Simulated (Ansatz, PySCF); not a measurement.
Species: CH$_{4}$, charge 0, singlet. CH4 (methane, SMILES C).
B3LYP-D3(BJ)/def2-TZVP minimum from Ansatz (a quantum-chemistry and plane-wave program):
```xyz
5

C      0.0000     0.0000     0.0000
H      0.6205     0.6269     0.6390
H     -0.6429    -0.6249     0.6185
H      0.6369    -0.6328    -0.6166
H     -0.6146     0.6308    -0.6409
```
Charge 0, spin multiplicity 1.

Total energies in hartree (Ansatz). Radicals and triplets start from unrestricted determinants; spin-orbit coupling is neglected. Correlated methods leave the cores frozen. No relativity. Where a partner has so few electrons that a lower coupled-cluster level is exact, that level stands in.

```csv
species,HF/cc-pVTZ,CCSD(T)/cc-pVTZ,HF/cc-pVQZ,CCSD(T)/cc-pVQZ,CCSDT(Q)/cc-pVQZ
"1: CH4 (methane, SMILES C)",-40.21333,-40.43810,-40.21615,-40.45088,-40.45140
2: C (triplet),-37.69157,-37.78076,-37.69331,-37.78654,-37.78704
3: H (doublet),-0.49981,-0.49981,-0.49995,-0.49995,-0.49995
```

Problem. Work out the enthalpy of formation at 298 K (by atomisation, with ideal-gas terms from PySCF's Hessian at B3LYP-D3(BJ)/def2-TZVP and the atoms' measured values of the G2/97 table; no spin-orbit terms) in kJ/mol: take Hartree-Fock from cc-pVQZ, extrapolate the CCSD(T) correlation energy as X^-3 (X = 3, 4), and add CCSDT(Q) - CCSD(T) in cc-pVQZ. The further terms named in the bracket sum to +0.64156 hartree. 1 hartree = 2625.5 kJ/mol.

Solution. 
Species 1: correlation (64·(-0.23473) - 27·(-0.22477))/37 = -0.24200; step -0.00052; E1 = -40.21615 + (-0.24200) + (-0.00052) = -40.45867
Species 2: correlation (64·(-0.09323) - 27·(-0.08919))/37 = -0.09618; step -0.00050; E2 = -37.69331 + (-0.09618) + (-0.00050) = -37.78999
Species 3: correlation (64·(0.00000) - 27·(0.00000))/37 = 0.00000; step +0.00000; E3 = -0.49995 + (0.00000) + (+0.00000) = -0.49995
+1·E1 -1·E2 -4·E3 +0.64156 = -0.02732 hartree = -71.7 kJ/mol. Measured: -17.8 kcal/mol, -74.5 kJ/mol (Active Thermochemical Tables 1.112 (ions: stationary electron), as tabulated in the package chemicals); atomic spin-orbit terms, which the calculations lack, would raise the computed values. The composite differs from it by +2.8 kJ/mol; core, relativistic and spin-orbit terms are not in it.
